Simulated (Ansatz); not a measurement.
C$_{3}$H$_{3}$FO (`OC1=C(F)C1`), 8 atoms. Charge 0, multiplicity 1. All runs use 2 threads of an Intel Xeon Platinum 8259CL on a shared host. Correlated methods freeze the cores.

(1) How many basis functions does each run have, and how long does it take in Ansatz? RKS ωB97M-V/def2-QZVPP energy; RKS ωB97M-V/def2-TZVPP energy and forces; RKS BLYP-D4/def2-TZVPP energy; RKS CAM-B3LYP-D4/def2-TZVPP energy; RHF-CCSD(T)/def2-TZVPP energy; RKS PBE0-D4/def2-TZVP relaxation (7 steps); RKS r2SCAN0-D4/def2-TZVPP energy; RKS ωB97M-V/def2-SVP energy; RHF-MP2/def2-QZVPP energy; RKS PBE0-D4/def2-SVP energy; RKS PBE0-D4/def2-TZVP frequencies; RKS PBE0-D4/def2-QZVPP energy. (Best estimate.)

Results:

(1) The calculation gave: Other jobs shared the machine, so times are rough.

```json
{"level": "RKS PBE0-D4/def2-SVP", "job": "energy", "functions": "85", "wall time": "1 s", "peak host memory (GiB)": "0.39"}
{"level": "RKS BLYP-D4/def2-TZVPP", "job": "energy", "functions": "197", "wall time": "2.2 s", "peak host memory (GiB)": "0.21"}
{"level": "RKS CAM-B3LYP-D4/def2-TZVPP", "job": "energy", "functions": "197", "wall time": "3.2 s", "peak host memory (GiB)": "0.45"}
{"level": "RKS ωB97M-V/def2-SVP", "job": "energy", "functions": "85", "wall time": "3.5 s", "peak host memory (GiB)": "0.39"}
{"level": "RKS r2SCAN0-D4/def2-TZVPP", "job": "energy", "functions": "197", "wall time": "4.2 s", "peak host memory (GiB)": "0.41"}
{"level": "RKS PBE0-D4/def2-QZVPP", "job": "energy", "functions": "375", "wall time": "6.5 s", "peak host memory (GiB)": "0.89"}
{"level": "RKS ωB97M-V/def2-TZVPP", "job": "energy and forces", "functions": "197", "wall time": "11 s", "peak host memory (GiB)": "0.5"}
{"level": "RKS ωB97M-V/def2-QZVPP", "job": "energy", "functions": "375", "wall time": "15 s", "peak host memory (GiB)": "1.1"}
{"level": "RHF-MP2/def2-QZVPP", "job": "energy", "functions": "375", "wall time": "18 s", "peak host memory (GiB)": "1.7"}
{"level": "RKS PBE0-D4/def2-TZVP", "job": "relaxation (7 steps)", "functions": "173", "wall time": "26 s", "peak host memory (GiB)": "0.36"}
{"level": "RHF-CCSD(T)/def2-TZVPP", "job": "energy", "functions": "197", "wall time": "66 s", "peak host memory (GiB)": "2.6"}
{"level": "RKS PBE0-D4/def2-TZVP", "job": "frequencies", "functions": "173", "wall time": "110 s", "peak host memory (GiB)": "0.39"}
```
